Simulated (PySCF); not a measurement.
The vertical singlet excitations below were computed for one of the candidates. The calculation used PySCF 2.14.0, density-fitted response routines, TDDFT PBE0/def2-SVPD, vertical, gas phase, core orbitals frozen in the response. Geometries: GFN2-xTB, one conformer each.

```json
{"state": "S1", "λ (nm)": "169.2", "f": "0.0010"}
{"state": "S2", "λ (nm)": "153.5", "f": "0.0038"}
{"state": "S3", "λ (nm)": "147.3", "f": "0.0013"}
{"state": "S4", "λ (nm)": "146.0", "f": "0.0075"}
{"state": "S5", "λ (nm)": "141.0", "f": "0.0034"}
{"state": "S6", "λ (nm)": "137.2", "f": "0.015"}
```

Orbital energies (eV): HOMO-3 -10.59, HOMO-2 -10.47, HOMO-1 -10.23, HOMO -9.68, LUMO -0.27, LUMO+1 0.39, LUMO+2 0.73.

Task: Which structure fits?
A. `CC[C@H](F)C#N`
B. `C1=CCNC1`
C. `C/N=C\C=C/F`

Result: A. Its S1, at 7.33 eV, is the highest among the candidates; the nearest of the others has S1 at 5.64 eV. S1 is HOMO→LUMO (86%). Löwdin shares by element: HOMO carbon 45% or more, nitrogen 32% (atoms not listed hold the other 23%); LUMO carbon 42% or more, nitrogen 29%, fluorine 12% (atoms not listed hold the other 17%). At the same level the other candidates give, for their lowest levels:
- `C1=CCNC1`: 220 nm (f 0.012); 207 nm (f 0.006); 183 nm (f 0.003); 177 nm (f 0.009); 173 nm (f 0.199); T1 4.32 eV; HOMO -6.51, LUMO 0.46 eV
- `C/N=C\C=C/F`: 317 nm (f 0.001); 213 nm (f 0.519); 185 nm (f 0.024); 177 nm (f 0.024); 173 nm (f 0.006); T1 3.22 eV; HOMO -7.03, LUMO -1.47 eV

The values belong to the conformer `[CH3:1][CH2:2][C@H:3]([F:4])[C:5]#[N:6]`: C1–C2–C3–F4 -66°.
Triplets come from the Tamm–Dancoff approximation.
